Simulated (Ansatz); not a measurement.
**Two structures, one formula**

Two relaxed structures of Si2NH6 (charge -1), closed shell (PBE0-D4/def2-TZVPD; forces vanish, vibrations not checked).

A:

N1  (0.151, 0.382, 0.116)
Si2  (-1.374, 0.850, -0.979)
Si3  (-0.115, -0.841, 1.594)
H4  (-1.557, -0.580, -1.494)
H5  (-0.483, 1.253, -2.179)
H6  (0.477, 1.250, 0.530)
H7  (0.907, 0.043, -0.467)
H8  (-0.085, -2.073, 0.684)
H9  (1.404, -0.924, 1.884)
(Å)

B:

N1  (-0.776, 0.753, -1.572)
Si2  (0.201, 0.562, -0.281)
Si3  (0.258, -1.734, 1.799)
H4  (-1.696, 1.141, -1.393)
H5  (-0.372, -0.751, 0.687)
H6  (0.246, 1.523, 0.878)
H7  (1.591, 0.165, -0.625)
H8  (1.089, -2.466, 0.744)
H9  (1.364, -0.726, 2.119)
(Å)

Program: Ansatz 0.2.0. Basis: def2-TZVPPD. Cores are frozen in the correlated methods. B3LYP uses VWN-RPA correlation.

Question: Which structure is lower at CCSD(T), and by how much? (Judge from chemistry; the value comes from the calculation.)

Answer: By the calculation: A, by 0.582 eV (electronic energy, against the other). By their contacts, A is Si₂NH₆ ([SiH2][NH2][SiH2]), total charge -1 and B is Si₂NH₆ ([NH][SiH2][H][SiH2]), total charge -1.

All methods give the same order:

```json
{"method": "PBE-D4", "E(B) − E(A) (eV)": "0.422"}
{"method": "r2SCAN-D4", "E(B) − E(A) (eV)": "0.368"}
{"method": "PBE0-D4", "E(B) − E(A) (eV)": "0.569"}
{"method": "B3LYP-D4", "E(B) − E(A) (eV)": "0.493"}
{"method": "wB97M-V", "E(B) − E(A) (eV)": "0.642"}
{"method": "HF", "E(B) − E(A) (eV)": "0.740"}
{"method": "MP2", "E(B) − E(A) (eV)": "0.463"}
{"method": "CCSD", "E(B) − E(A) (eV)": "0.644"}
{"method": "CCSD(T)", "E(B) − E(A) (eV)": "0.582"}
```

T1 diagnostic: at most 0.018.

Labels in which every atom is bracketed show which atoms are joined, not bond orders.

For scale, one of the runs: CCSD(T)/def2-TZVPPD, 235 basis functions, launched by `ansatz run in.yaml --threads 2 --pin off --events-out ev --progress --plain --max-ram 4352MiB`. Time: 73 s of wall clock on 2 CPU threads of an Intel Xeon Platinum 8488C; the host was shared. Peak host memory: 3.9 GiB.
